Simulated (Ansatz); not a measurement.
**Which is lower?**

Two relaxed structures of C2H4N (charge -1), closed shell (PBE0-D4/def2-TZVPD; forces vanish, vibrations not checked).

A:

```csv
atom,x (Å),y (Å),z (Å)
C1,-0.9716,-0.7314,-0.6134
C2,-0.0547,0.2102,-0.1799
N3,1.0644,0.1307,0.5277
H4,-1.8381,-0.4320,-1.1957
H5,-0.3022,1.2420,-0.4837
H6,-0.8544,-1.7906,-0.3868
H7,1.2175,-0.8536,0.7659
```

B:

| atom | x (Å) | y (Å) | z (Å) |
| --- | --- | --- | --- |
| C1 | -0.9287 | -0.7793 | -0.6500 |
| C2 | -0.1711 | 0.2358 | -0.2368 |
| N3 | 1.0724 | 0.0527 | 0.4895 |
| H4 | -1.7799 | -0.3969 | -1.2444 |
| H5 | -0.3354 | 1.3133 | -0.4268 |
| H6 | 1.0251 | 0.5227 | 1.3914 |
| H7 | 1.1176 | -0.9482 | 0.6772 |

Program: Ansatz 0.2.0. Basis: def2-TZVPPD. Cores are frozen in the correlated methods. B3LYP uses VWN-RPA correlation.

Problem. Which structure is lower at CCSD(T), and by how much? (To be estimated.)

Solution. By the calculation: A, by 121.9 kJ/mol (electronic energy, against the other). By their contacts, A is C₂H₄N ([CH2][CH][NH]), total charge -1 and B is C₂H₄N ([CH][CH][NH2]), total charge -1.

All methods give the same order:

```
   method  E(B) − E(A) (kJ/mol)
   PBE-D4                 131.2
r2SCAN-D4                 135.5
  PBE0-D4                 132.7
 B3LYP-D4                 132.4
  wB97M-V                 123.7
       HF                 127.8
      MP2                 129.6
     CCSD                 121.9
  CCSD(T)                 121.9
```

No T1 diagnostic of these runs exceeds 0.018.

Labels in which every atom is bracketed show which atoms are joined, not bond orders.

For scale, one of the runs: CCSD(T)/def2-TZVPPD, 179 basis functions, launched by `ansatz run in.yaml --threads 2 --pin off --events-out ev --progress --plain --max-ram 4352MiB`. Hardware: 2 CPU threads of an Arm Neoverse V2, shared host. Wall time 32 s; peak host memory 1.8 GiB.
